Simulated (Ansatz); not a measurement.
Relaxation of CH$_{4}$SSi (7 atoms, charge 0, multiplicity 1), to a largest force component of 0.015 eV/Å in at most 40 steps.

Method: Ansatz 0.2.0, RKS B3LYP-D4/6-31G*.

```xyz
7
Properties=species:S:1:pos:R:3:forces:R:3
Si -0.621 0.224 -0.232 -1.91 2.60 -0.67
C 1.020 -0.338 0.254 1.78 -0.67 0.59
S 1.136 -1.417 1.498 0.34 0.48 -0.60
H -1.474 -0.829 -0.708 -0.47 -0.91 -0.13
H -0.545 1.214 -1.397 0.16 -0.41 0.44
H -1.354 1.012 0.856 0.48 -0.55 -0.32
H 1.900 0.066 -0.316 -0.38 -0.53 0.69
```

**Question.** Where does it end, and by what steps?

**Answer.** It converged. The force dipped under the threshold on the way, but the program's further checks kept it going. After 20 steps the energy has fallen by 0.262 eV; S3 moved furthest, 0.81 Å.

```csv
step,energy less start (eV),largest force component (eV/Å),accepted
0,0.0000,2.597,yes
1,-0.2002,0.898,yes
2,-0.2340,0.323,yes
3,-0.2266,0.345,no
4,-0.2425,0.049,yes
5,-0.2431,0.018,yes
6,-0.2433,0.106,yes
7,-0.2437,0.093,yes
8,-0.2441,0.257,yes
9,-0.2466,0.149,yes
10,-0.2524,0.040,yes
11,-0.2542,0.127,yes
12,-0.2389,0.572,no
13,-0.2580,0.016,yes
14,-0.2595,0.210,yes
15,-0.2604,0.092,yes
16,-0.2618,0.006,yes
17,-0.2622,0.101,yes
18,-0.2624,0.026,yes
19,-0.2624,0.018,yes
20,-0.2625,0.002,yes
```

```xyz
7
Properties=species:S:1:pos:R:3
Si -0.696 0.277 -0.281
C 0.992 -0.308 0.349
S 1.331 -1.830 0.827
H -1.647 -0.857 -0.305
H -0.524 0.850 -1.644
H -1.189 1.359 0.615
H 1.793 0.441 0.393
```

The run took 43 s on 1 thread of Arm Neoverse V2 (shared host), peak memory 0.13 GiB.
